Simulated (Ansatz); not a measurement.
Write a Python script for the Python package of Ansatz (0.2.0) that makes a single point from an input written key by key of C3H6OS, SMILES CC(S)=CO. Settings: B97, def2-SVP basis, multiplicity 1.

Input file `input.yaml`:
```yaml
crystal:
  periodic: [false, false, false]
  atoms:
    - { symbol: C, position_ang: [-1.2553, -0.1759, 1.0] }
    - { symbol: C, position_ang: [-0.0558, 0.252, 0.2544] }
    - { symbol: S, position_ang: [0.7346, 1.701, 0.7709] }
    - { symbol: C, position_ang: [0.4989, -0.463, -0.7691] }
    - { symbol: O, position_ang: [1.5646, -0.1694, -1.4826] }
    - { symbol: H, position_ang: [-1.746, -1.033, 0.5839] }
    - { symbol: H, position_ang: [-2.031, 0.6617, 0.9126] }
    - { symbol: H, position_ang: [-1.0541, -0.2887, 2.042] }
    - { symbol: H, position_ang: [1.7784, 1.6737, -0.0619] }
    - { symbol: H, position_ang: [-0.0535, -1.3753, -1.0996] }
    - { symbol: H, position_ang: [1.6846, -0.8401, -2.13] }
basis:
  gaussian: { orbitals: def2-SVP }
hamiltonian:
  xc: { name: B97 }
output:
  forces: true
```

Script `deck_c3h6os.py`:
```python
import ansatz as az
import numpy as np


def main() -> None:
    session = az.Session.from_deck("input.yaml")
    report = session.plan(threads=1).execute().report

    for key in ("converged", "free_energy_ev", "reference_energy_ev", "n_frozen", "n_occupied", "n_virtual"):
        print(f"{key:22s} {report[key]}")
    symbols = ["C", "C", "S", "C", "O", "H", "H", "H", "H", "H", "H"]

    forces = np.array(report["forces_ev_ang"])
    print("largest force", round(float(np.linalg.norm(forces, axis=1).max()), 4), "eV/A, rms", round(float(np.sqrt((forces ** 2).mean())), 4))
    charges = report["charge_distribution"]
    print("dipole moment", round(4.803205 * float(np.linalg.norm(charges["dipole_moment_e_ang"])), 3), "D")
    print("Mulliken:", [(s, round(q, 3)) for s, q in zip(symbols, charges["mulliken_charges_e"])])


if __name__ == "__main__":
    main()
```

Output of `python deck_c3h6os.py`:
```text
converged              True
free_energy_ev         -16079.821910409819
reference_energy_ev    -16079.821910409819
n_frozen               0
n_occupied             [24, 24]
n_virtual              [80, 80]
largest force 3.7473 eV/A, rms 1.1615
dipole moment 2.924 D
Mulliken: [('C', 0.081), ('C', -0.287), ('S', -0.029), ('C', 0.075), ('O', -0.179), ('H', 0.017), ('H', 0.038), ('H', 0.036), ('H', 0.076), ('H', -0.005), ('H', 0.177)]
```

Notes:
- Total energies depend on the basis set; only differences at equal settings carry meaning.
- The geometry is a force-field or estimated start, not a minimum of this method, and the basis set is short of its limit.
- Timing: 7 s on 1 thread of Intel(R) Xeon(R) Platinum 8488C (Sapphire Rapids), on a shared host, peak memory 0.3 GiB.

(Lines on the test bed's own set-up are left out of the output.)
